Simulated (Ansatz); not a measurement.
Rock-salt ZrC, treated with revPBE (Ansatz, a first-principles code, PAW).

Numerical settings: plane-wave cutoff 520 eV, 20×20×20 k mesh, Fermi–Dirac smearing 0.05 eV, scalar-relativistic PAW data made under PBE.

Computed at the level's own relaxed cell.

Question: Give the computed volume per atom, bulk modulus B0, lattice constant a and pressure derivative B′ of the bulk modulus.

Answer: 
volume per atom: 13.19 Å³/atom
bulk modulus B0: 215 GPa
lattice constant a: 4.726 Å
pressure derivative B′ of the bulk modulus: 4.1

The run finds no gap.

Measured, for comparison: equilibrium volume per atom 12.95 Å³/atom, lattice constant a 4.696 Å (temperature not stated, no zero-point or thermal correction; as tabulated in Zhang et al. (2018), doi:10.1088/1367-2630/aac7f0); bulk modulus 223 GPa (temperature not stated, no zero-point or thermal correction, from single-crystal elastic constants, our sources range from 208 to 223; as tabulated in arXiv:1102.4063). Computed (rounded) less measured: equilibrium volume per atom +1.9 %, bulk modulus -4 % (inside the range of the sources held), lattice constant a +0.6 %.
